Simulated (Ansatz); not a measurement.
How the volume per atom of Bi (model structure, started from the hcp type, P6₃/mmc, No. 194, 2 atoms in the cell) moves with the method

No measured value is used here.

```
level (code)         value (Å³/atom)
-------------------  ---------------
PBE (Ansatz)                   31.71
PBEsol (Ansatz)                30.12
PBE-D3(BJ) (Ansatz)            30.24
r²SCAN (Ansatz)                  ___
```

Question: What belongs in the gaps?

Answer: 
- r²SCAN (Ansatz, a first-principles code), value (Å³/atom): 31.25

Density-functional levels without +SOC have no spin–orbit coupling. Ansatz's density-functional and Hartree–Fock values are scalar-relativistic unless marked +SOC, with PAW data made under PBE.

A model structure was made by putting elements into a prototype or built by hand; it is no filed structure, need not be a known phase, and can be a saddle point held by its symmetry.
